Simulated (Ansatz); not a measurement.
## One element changed: vertical spin gaps of AlC, AlGe

Ansatz 0.2.0, basis cc-pVDZ; geometries are PBE0/def2-TZVP minima. Wave-function levels freeze the cores with the filled d shells of p-block atoms; HF, MP2 and coupled cluster are restricted for singlets and unrestricted otherwise, restricted open-shell where a d shell is frozen, Kohn–Sham unrestricted where that lies lower. MRCISD+Q stands on CASSCF in the full valence space. The reference is full CI, exact within the basis. Semilocal and hybrid functionals correlate all electrons outside any core potential and usually lie nearer their basis limit than the reference, so part of their error here is the reference's basis and frozen-core error; RPA and the MP2 part of double hybrids freeze the same cores as the reference. An error is the level's value less the reference. None of these values is a measured one. Energies are electronic, without zero-point terms. No spin–orbit coupling and no scalar relativity. The set is small: such energies can lie up to about 0.3 eV from the limit, spin gaps mostly less, so near ties and functionals' places can change in larger sets. The species are chosen: bound, without strong static correlation by their natural occupations or amplitudes, in their lowest spin state as far as vertical gaps and like structures tell, and with a ladder that closes on the reference, so errors are smaller than for species at large; levels whose determinant breaks symmetry or spin markedly are left out.

```
      species    bonds (Å)                       quantity  symmetry of the states  reference  value (kcal/mol)  error CCSD(T)  error CCSDT(Q)  error MRCISD+Q  error PBE  error r2SCAN
 AlC, quartet   C–Al 1.967  sextet less quartet, vertical             Σ⁻ or Δ / Π    full CI              81.1           -0.6             0.0            -0.1        4.7          -5.9
AlGe, quartet  Al–Ge 2.467  sextet less quartet, vertical             Σ⁻ or Δ / Π    full CI              86.4           -0.5             0.0             0.4        7.3          -2.2
```

The reference rises from C to Ge, by 5.3 kcal/mol in all.
